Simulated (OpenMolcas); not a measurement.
# A workflow on H3NO (hydroxylamine)

We compute the energy (UHF/STO-3G), then a single-point energy (CASSCF(2,2)/STO-3G), then the energy (CASPT2(2,2)/STO-3G), then a single-point energy (SC-NEVPT2(2,2)/STO-3G), then a single-point energy (MRCI(2,2)/STO-3G) of H3NO (hydroxylamine). 

The calculation is run with OpenMolcas 26.06.

2 further runs of the same task are left out: 1 for a known fault of the program, 1 set aside as unsound or not needed.

### Step 1. The structure to begin with

The species is H3NO (5 atoms), meant as a singlet with charge 0. As SMILES, `NO`. The N1–H3 distance was set to 1.778 Å, away from the relaxed value. At this shape a bond of the SMILES string is far longer than usual.

Bond lengths: N1–O2 1.422 Å, N1–H4 1.016 Å, O2–H5 0.960 Å. Angles: N1–O2–H5 102.8°, O2–N1–H4 104.5°. A long bond or contact: N1–H3 1.778 Å.

### Step 2. The energy at UHF/STO-3G (run 1)

File mol.xyz:

```xyz
5

N     -0.166943     0.260268    -0.762133
O      0.362637     1.287598     0.067097
H     -0.162690    -1.190020     0.266770
H     -1.143473     0.511718    -0.887173
H      1.103187     1.616658    -0.448403
```

File step1.input:

```
* H3NO Hartree-Fock
>>> EXPORT MOLCAS_PRINT=2

&GATEWAY
  BasLib = $CurrDir
  Coord = mol.xyz
  Basis = STO-3G
  Group = NoSym

&SEWARD

&SCF
  UHF
  Scramble = 0.25
  PrOrbitals = 1 1
```

The basis set STO-3G is read from a file made from the Basis Set Exchange's data (not shown).

Launch:

```console
$ export MOLCAS_MEM=1860
$ pymolcas step1.input > step1.log
```

Log:

```text
--- Start Module: gateway ---
[...]
--- Stop Module: gateway /rc=_RC_ALL_IS_WELL_ ---
--- Start Module: seward ---
[...]
      Basis functions           13
--- Stop Module: seward /rc=_RC_ALL_IS_WELL_ ---
--- Start Module: scf ---
[...]
       Convergence after  30 Iterations
[...]
::    Total SCF energy                               -129.1357580971
[...]
      Total spin, S                                     0.5234365327
[...]
      Total electronic charge=   18.000000
      Total            charge=   -0.000000
[...]
      Dipole Moment (debye):
      Origin of the operator (angstrom)=    0.0987    0.7627   -0.3233
                   X= -2.4960E-01               Y=  8.2683E-01               Z= -5.9571E-01           Total=  1.0492E+00
      Quadrupole Moment (debye*angstrom):
[...]
--- Stop Module: scf /rc=_RC_ALL_IS_WELL_ ---
[...]
```

Run time: 2.1 s. Hardware: 1 thread of Arm Neoverse V1, shared host; peak memory 0.37 GiB.

### Step 3. A single-point energy at CASSCF(2,2)/STO-3G (run 2)

mol.xyz is that of step 2.

File step2.inp:

```
&GATEWAY
 BasLib
 $CurrDir
 Coord
 mol.xyz
 Basis
 STO-3G
 Group
 NoSym

&SEWARD

&RASSCF
 FileOrb
 $CurrDir/step1.UnaOrb
 Spin
 1
 Nactel
 2 0 0
 Inactive
 8
 Ras2
 2
 OrbListing
 Nothing
 OrbAppear
 Compact
```

The basis set STO-3G is read from a file made from the Basis Set Exchange's data (not shown).

Launch:

```console
$ export MOLCAS_MEM=1860
$ pymolcas step2.inp > step2.log
```

Log:

```text
--- Start Module: gateway ---
[...]
--- Stop Module: gateway /rc=_RC_ALL_IS_WELL_ ---
--- Start Module: seward ---
[...]
      Basis functions           13
--- Stop Module: seward /rc=_RC_ALL_IS_WELL_ ---
--- Start Module: rasscf ---
[...]
      Number of active orbitals                  2
[...]
      Spin quantum number                      0.0
[...]
      Active orbitals                            2
[...]
      Number of CSFs                             3
[...]
      Number of root(s) required                 1
[...]
      Convergence after 11 iterations
[...]
      printout of CI-coefficients larger than  0.05 for root  1
      energy=    -129.166320
      conf/sym  11     Coeff  Weight
             1  20  -0.92221 0.85048
             3  02   0.38668 0.14952
      Natural orbitals and occupation numbers for root  1
      sym 1:   1.700954   0.299046
      ************************************************************************************************************************
      *                                                    Final results                                                     *
[...]
::    RASSCF root number  1 Total energy:   -129.16631986
[...]
      Total electronic charge=   18.000000
      Total            charge=   -0.000000
[...]
      Dipole Moment (debye):
      Origin of the operator (angstrom)=    0.0987    0.7627   -0.3233
                   X= -2.7987E-01               Y=  6.1726E-01               Z= -4.4391E-01           Total=  8.1018E-01
      Quadrupole Moment (debye*angstrom):
[...]
--- Stop Module: rasscf /rc=_RC_ALL_IS_WELL_ ---
[...]
```

Run time: 1.7 s. Hardware: 1 thread of Arm Neoverse V1, shared host; peak memory 0.37 GiB.

### Step 4. A single-point energy at CASPT2(2,2)/STO-3G (run 3)

mol.xyz is that of step 3.

File step3.input:

```
&GATEWAY
BasLib=$CurrDir
Coord=mol.xyz
Basis=STO-3G
Group=NoSym
&SEWARD
&RASSCF
FileOrb=$CurrDir/step2.RasOrb
Spin=1
Nactel=2 0 0
Inactive=8
Ras2=2
OrbListing=Nothing
OrbAppear=Compact
&CASPT2
Imaginary=0.1
Frozen=2
```

The basis set STO-3G is read from a file made from the Basis Set Exchange's data (not shown).

Launch:

```console
$ export MOLCAS_MEM=1860
$ pymolcas step3.input > step3.log
```

Log:

```text
--- Start Module: gateway ---
[...]
--- Stop Module: gateway /rc=_RC_ALL_IS_WELL_ ---
[...]
      Basis functions           13
[...]
--- Start Module: rasscf ---
[...]
      Number of active orbitals                  2
[...]
      Spin quantum number                      0.0
[...]
      Active orbitals                            2
[...]
      Number of CSFs                             3
[...]
      Number of root(s) required                 1
[...]
      Convergence after  4 iterations
[...]
      printout of CI-coefficients larger than  0.05 for root  1
      energy=    -129.166320
      conf/sym  11     Coeff  Weight
             1  20  -0.92221 0.85048
             3  02   0.38668 0.14952
      Natural orbitals and occupation numbers for root  1
      sym 1:   1.700954   0.299046
      ************************************************************************************************************************
      *                                                    Final results                                                     *
[...]
::    RASSCF root number  1 Total energy:   -129.16631986
[...]
      Total electronic charge=   18.000000
      Total            charge=   -0.000000
[...]
      Dipole Moment (debye):
      Origin of the operator (angstrom)=    0.0987    0.7627   -0.3233
                   X= -2.7988E-01               Y=  6.1726E-01               Z= -4.4391E-01           Total=  8.1018E-01
      Quadrupole Moment (debye*angstrom):
[...]
--- Stop Module: rasscf /rc=_RC_ALL_IS_WELL_ ---
--- Start Module: caspt2 ---
[...]
      E2 (Variational):          -0.0734383013
      Total energy:            -129.2397581629
[...]
      Reference weight:           0.96982
[...]
::    CASPT2 Root  1     Total energy:   -129.23975816
[...]
--- Stop Module: caspt2 /rc=_RC_ALL_IS_WELL_ ---
[...]
```

Run time: 1.7 s. Hardware: 1 thread of Arm Neoverse V1, shared host; peak memory 0.37 GiB.

### Step 5. The energy at SC-NEVPT2(2,2)/STO-3G (run 4)

mol.xyz is that of step 4.

File step4.input:

```
&GATEWAY
 BASLIB = $CurrDir
 COORD = mol.xyz
 BASIS = STO-3G
 GROUP = NoSym

&SEWARD

&RASSCF
 FILEORB = $CurrDir/step2.RasOrb
 SPIN = 1
 NACTEL = 2 0 0
 INACTIVE = 8
 RAS2 = 2
 ORBLISTING = Nothing
 ORBAPPEAR = Compact

&CASPT2
 SC-NEVPT2
 FROZEN = 2
```

The basis set STO-3G is read from a file made from the Basis Set Exchange's data (not shown).

Launch:

```console
$ export MOLCAS_MEM=1860
$ pymolcas step4.input > step4.log
```

Log:

```text
--- Start Module: gateway ---
[...]
--- Stop Module: gateway /rc=_RC_ALL_IS_WELL_ ---
[...]
      Basis functions           13
[...]
--- Start Module: rasscf ---
[...]
      Number of active orbitals                  2
[...]
      Spin quantum number                      0.0
[...]
      Active orbitals                            2
[...]
      Number of CSFs                             3
[...]
      Number of root(s) required                 1
[...]
      Convergence after  4 iterations
[...]
      printout of CI-coefficients larger than  0.05 for root  1
      energy=    -129.166320
      conf/sym  11     Coeff  Weight
             1  20  -0.92221 0.85048
             3  02   0.38668 0.14952
      Natural orbitals and occupation numbers for root  1
      sym 1:   1.700954   0.299046
      ************************************************************************************************************************
      *                                                    Final results                                                     *
[...]
::    RASSCF root number  1 Total energy:   -129.16631986
[...]
      Total electronic charge=   18.000000
      Total            charge=   -0.000000
[...]
      Dipole Moment (debye):
      Origin of the operator (angstrom)=    0.0987    0.7627   -0.3233
                   X= -2.7988E-01               Y=  6.1726E-01               Z= -4.4391E-01           Total=  8.1018E-01
      Quadrupole Moment (debye*angstrom):
[...]
--- Stop Module: rasscf /rc=_RC_ALL_IS_WELL_ ---
--- Start Module: caspt2 ---
[...]
      E2 (Variational):          -0.0730058762
[...]
      E2 (Variational):          -0.0729353775
      Total energy:            -129.2392552390
[...]
      Reference weight:           0.97022
[...]
::    SC-NEVPT2 Root  1     Total energy:   -129.23925524
[...]
--- Stop Module: caspt2 /rc=_RC_ALL_IS_WELL_ ---
[...]
```

Wall time 1.7 s (1 thread of Arm Neoverse V1, shared host); peak memory 0.37 GiB.

### Step 6. The energy at MRCI(2,2)/STO-3G (run 5)

mol.xyz is that of step 5.

File step5.inp:

```
&GATEWAY
  BasLib
  $CurrDir
  Coord
  mol.xyz
  Basis
  STO-3G
  Group
  NoSym

&SEWARD

&RASSCF
  FileOrb
  $CurrDir/step2.RasOrb
  Spin
  1
  Nactel
  2 0 0
  Inactive
  8
  Ras2
  2
  OrbListing
  Nothing
  OrbAppear
  Compact

&MOTRA
  LumOrb
  Frozen
  2

&GUGA
  Electrons
  14
  Spin
  1
  Inactive
  6
  Active
  2
  CIAll
  1

&MRCI
  SDCI
```

The basis set STO-3G is read from a file made from the Basis Set Exchange's data (not shown).

Launch:

```console
$ export MOLCAS_MEM=1860
$ pymolcas step5.inp > step5.log
```

Log:

```text
--- Start Module: gateway ---
[...]
--- Stop Module: gateway /rc=_RC_ALL_IS_WELL_ ---
[...]
      Basis functions           13
[...]
      Number of active orbitals                  2
[...]
      Spin quantum number                      0.0
[...]
      Active orbitals                            2
[...]
      Number of CSFs                             3
[...]
      Number of root(s) required                 1
[...]
      Convergence after  4 iterations
[...]
      printout of CI-coefficients larger than  0.05 for root  1
      energy=    -129.166320
      conf/sym  11     Coeff  Weight
             1  20  -0.92221 0.85048
             3  02   0.38668 0.14952
      Natural orbitals and occupation numbers for root  1
      sym 1:   1.700954   0.299046
      ************************************************************************************************************************
      *                                                    Final results                                                     *
[...]
::    RASSCF root number  1 Total energy:   -129.16631986
[...]
      Dipole Moment (debye):
      Origin of the operator (angstrom)=    0.0987    0.7627   -0.3233
                   X= -2.7988E-01               Y=  6.1726E-01               Z= -4.4391E-01           Total=  8.1018E-01
      Quadrupole Moment (debye*angstrom):
[...]
--- Start Module: guga ---
[...]
--- Stop Module: guga /rc=_RC_ALL_IS_WELL_ ---
[...]
       (But an ACPF correction will be computed)
       USE THE DEFAULT ACPF G-VALUE GFAC=  0.14285714285714285
[...]
                      CI ENERGY:  -129.26207178
[...]
                ACPF CORRECTION:    -0.00491138
[...]
      Total electronic charge=   18.000000
      Total            charge=   -0.000000
[...]
     ACPF CORRECTION:     -0.00491138
[...]
  CI State   1     Total energy:   -129.26207178     QDav:     -0.00577935     QACPF:     -0.00491138
[...]
```

It took 1.8 s on 1 thread of Arm Neoverse V1, shared host; peak memory 0.37 GiB.

### Step 7. Summary of results

```
                                                    quantity          value
                             run 1, UHF/STO-3G: total energy  -129.13576 Eh
                            run 1, UHF/STO-3G: dipole moment         1.05 D
                              run 1, UHF/STO-3G: HOMO energy       -8.92 eV
                              run 1, UHF/STO-3G: LUMO energy        8.59 eV
                            run 1, UHF/STO-3G: HOMO–LUMO gap       17.51 eV
                                     run 1, UHF/STO-3G: ⟨S²⟩          0.797
                     run 2, CASSCF(2,2)/STO-3G: total energy  -129.16632 Eh
   run 2, CASSCF(2,2)/STO-3G: dipole moment (CASSCF density)         0.81 D
                     run 3, CASPT2(2,2)/STO-3G: total energy  -129.23976 Eh
   run 3, CASPT2(2,2)/STO-3G: dipole moment (CASSCF density)         0.81 D
                  run 4, SC-NEVPT2(2,2)/STO-3G: total energy  -129.23926 Eh
run 4, SC-NEVPT2(2,2)/STO-3G: dipole moment (CASSCF density)         0.81 D
                       run 5, MRCI(2,2)/STO-3G: total energy  -129.26207 Eh
     run 5, MRCI(2,2)/STO-3G: dipole moment (CASSCF density)         0.81 D
```

In words: ⟨S²⟩ (run 1, UHF/STO-3G) is 0.80 where a pure singlet has 0.00: the reference is spin-contaminated. Mulliken charges (run 3, CASPT2(2,2)/STO-3G) of the CASSCF density run from -0.24 on O2 to +0.22 on H5.
